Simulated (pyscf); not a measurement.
Routes from Cl–Si:–Cl [singlet] + NH₃

Candidate steps break at most two bonds and form at most two. Each was searched with GFN2-xTB (tblite) first. Structures and frequencies: ωB97X-D3(BJ)/def2-SVP in PySCF. Energies: ωB97M-D3(BJ)/def2-TZVP, kcal/mol, from the separated reactants, singlet surface; ΔG‡ with ideal gas, 1 atm, RRHO with modes under 100 cm⁻¹ raised to 100, one conformer, R ln 2 for chiral ones without a mode under 150 cm⁻¹.

```tsv
products	type	ΔE‡	ΔE	ΔG‡ 298 K	ΔG‡ 900 K	ν‡ (cm⁻¹)
HCl + H₂N–Si:–Cl [singlet]	four-centre exchange	8.4	+3.5	16.7	37.5	589i
H₂N–SiH(Cl)–Cl	insertion	24.3	-48.7	32.6	53.2	1615i
HN=Si(Cl)–Cl + H₂	concerted two-bond exchange	69.6	+14.8	74.2	93.2	1325i
```

Row 1: On the reactant side the descent ends in an adduct with a N–Si contact, 26.0 kcal/mol under the separated species and 33.8 kcal/mol under the saddle at ωB97X-D3(BJ)/def2-TZVP. Row 2: On the reactant side the descent ends in an adduct with a N–Si contact, 26.0 kcal/mol under the separated species and 47.8 kcal/mol under the saddle at ωB97X-D3(BJ)/def2-TZVP. Row 3: On the reactant side the descent ends in an adduct with a N–Si contact, 26.0 kcal/mol under the separated species and 94.9 kcal/mol under the saddle at ωB97X-D3(BJ)/def2-TZVP. 

Plain bond fissions and candidates not yet searched are not listed, and one of them may be faster. Each barrier is that of the saddle found; lower ones may exist. One closed-shell reference is unstable to symmetry breaking; treat the single-reference values with care.
